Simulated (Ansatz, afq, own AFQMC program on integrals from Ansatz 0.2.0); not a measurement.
**CH₄N, doublet: AFQMC among the cluster methods**

```yaml
atoms:
  - { symbol: N, position_ang: [-0.0991, 0.0000, 0.7200] }
  - { symbol: C, position_ang: [0.0947, 0.0000, -0.8159] }
  - { symbol: H, position_ang: [0.2472, -0.9300, 1.2517] }
  - { symbol: H, position_ang: [0.2472, 0.9300, 1.2517] }
  - { symbol: H, position_ang: [-0.1231, -1.0390, -1.3928] }
  - { symbol: H, position_ang: [-0.1231, 1.0390, -1.3928] }
```

Connectivity, by distances: NH2–CH2.

Basis 6-31G. Only valence electrons are correlated. Integrals, coupled cluster, full CI and functionals: Ansatz 0.2.0; the random walks run on the same integrals in our own AFQMC program. The CISD trial takes its coefficients from CCSD amplitudes. Released means that phaseless walkers are propagated on without the constraint, phases kept. Free projection: walkers drawn from exp(T), propagated without any constraint. Its projection time is finite, and what remains of the start isn't in its error. Error bars are statistical, one sigma.

Determinant: UHF, the one that the program's search chose, which needn't be the lowest solution. The geometry is a point of a scan.

No full CI on the walks' own integrals is used here; CCSDT(Q) serves as the reference and is uncertain by about the last step of the cluster series.

- T1 diagnostic: 0.0202
- weight of the determinant in the CISD state: 0.890
- ⟨S²⟩ of the determinant: 0.767
- size of the correlated space: 13 electrons in 24 orbitals

Reference: CCSDT(Q), correlation energy -6.340 eV. The released energy is read at 2.40 1/Eh (meV from the phaseless value at times in 1/Eh: -13 ± 18 at 0.24, -5 ± 14 at 0.51, 20 ± 15 at 0.99, 23 ± 12 at 1.62, 19 ± 16 at 2.40).

```tsv
level	E − E(reference) (mEh)	share of correlation (%)
HF	232.97	0.00
MP2	34.10	85.36
CCSD	6.20	97.34
CCSD(T)	1.17	99.50
CCSDT	0.56	99.76
ph-AFQMC/HF	0.30 ± 2.73	99.87
ph-AFQMC/CISD	-0.41 ± 0.52	100.18
released AFQMC	0.28 ± 0.60	99.88
free AFQMC	0.08 ± 0.54	99.97
```

Free projections are given only where their last times agree within the noise and don't stop above the reference; a slow remainder of the start can still hide under it. A walk keeps the symmetry of its determinant, which the program's search chose and which needn't be the lowest solution, so a lower state of the same spin and another symmetry isn't excluded. Released energies are given only where the last usable release times agree within the noise; a slower fall can still hide under it.
